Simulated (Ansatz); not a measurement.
C₄H₉FO, SMILES `COCCCF`, relaxed with RKS PBE0-D4/def2-TZVP in the Gaussian-basis code of Ansatz from a PBE-D4/def2-SVP geometry. The force threshold is 0.005 eV/Å; the program also tests the step.

Total charge 0; spin multiplicity 1.

Start:

```xyz
15

C     1.432    0.378   -1.819
O     0.887   -0.186   -0.653
C    -0.508    0.010   -0.542
C    -0.993   -0.615    0.757
C    -0.335   -0.002    1.983
F    -0.824   -0.595    3.139
H     0.987   -0.060   -2.747
H     2.520    0.171   -1.821
H     1.281    1.485   -1.864
H    -0.750    1.106   -0.562
H    -1.043   -0.446   -1.413
H    -2.094   -0.492    0.830
H    -0.786   -1.706    0.743
H    -0.541    1.094    2.031
H     0.766   -0.143    1.939
```

By how much does the energy fall, and how many steps does the optimiser take? (Estimate.)

Computed: 6.20 kJ/mol, in 7 steps, 1 of them rejected.

Which bonds change most? (Best estimate.)

Ansatz gave: C5–H14 from 1.115 to 1.096 Å; C5–H15 from 1.111 to 1.092 Å; C1–H9 from 1.118 to 1.099 Å; C3–H10 from 1.122 to 1.103 Å.

Give the relaxed structure. (An estimate is asked.)

The calculation gave: 
```xyz
15

C     1.416    0.375   -1.826
O     0.894   -0.183   -0.654
C    -0.491    0.019   -0.533
C    -0.975   -0.618    0.749
C    -0.338    0.002    1.968
F    -0.859   -0.575    3.115
H     0.956   -0.066   -2.722
H     2.487    0.171   -1.841
H     1.260    1.463   -1.859
H    -0.715    1.099   -0.535
H    -1.017   -0.420   -1.394
H    -2.061   -0.503    0.813
H    -0.757   -1.689    0.730
H    -0.543    1.078    2.015
H     0.742   -0.153    1.974
```
